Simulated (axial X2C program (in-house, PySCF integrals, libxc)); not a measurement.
# AlH: cheaper levels and CCSD(T), 2c

Computed with an in-house all-electron X2C program for linear molecules (integrals from PySCF). Two-component (2c) means X2C with spin–orbit coupling and atomic mean-field two-electron Coulomb and Gaunt terms. Basis: Al dyall-v3z [8s8p2d1f], H dyall-v3z [6s2p1d] (cores contracted in-house); Gaussian nuclei, density fitting, unrestricted open shells. Masses: Al 26.982 u, H 1.008 u.

State: Ω = 0 (closed shell); fragments Al + H.

```
level  Re (Å)  ωe (cm⁻¹)  De (eV)
 PBE0   1.668     1642.2     2.97
   HF   1.651     1728.1     2.26
  MP2   1.651     1715.0     2.98
 CCSD   1.656     1684.3     3.12
B97-3   1.664     1657.9     3.10
```

Correlated methods: 4 electrons correlated (number of frozen shells: Al 2 s, 1 p; H none), 102 virtual spin orbitals or spinors in MP2, 74 natural virtuals in coupled cluster.

CCSD(T), same Hamiltonian and basis:

Re = 1.657 Å, ωe = 1677.4 cm⁻¹, De = 3.13 eV; T1 = 0.014 (Lee–Taylor normalisation).

Give the differences from CCSD(T) in the columns below.



| level | ΔRe (Å) | Δωe (cm⁻¹) | ΔDe (eV) |
| --- | --- | --- | --- |
| PBE0 | 0.011 | -35 | -0.16 |
| HF | -0.006 | 51 | -0.87 |
| MP2 | -0.006 | 38 | -0.15 |
| CCSD | -0.001 | 7 | -0.01 |
| B97-3 | 0.007 | -20 | -0.03 |

One determinant describes the state; a PBE0 search over occupations chose it and may have missed a lower one. The closed shell is kept restricted, so the energy runs too high when the bond is stretched far. De is counted from the lowest determinant-based energies of the atoms at the same level, without counterpoise correction. CCSD and (T) use frozen natural virtuals with an MP2 correction for the truncation; (T) itself is uncorrected, so its De runs slightly low. The 2c atoms are single determinants rather than J levels; their spin–orbit lowering is only partly caught, and De is too large by that part. This holds for PBE0, B97-3. Without a current term, density functionals place determinants with orbital angular momentum somewhat too high.
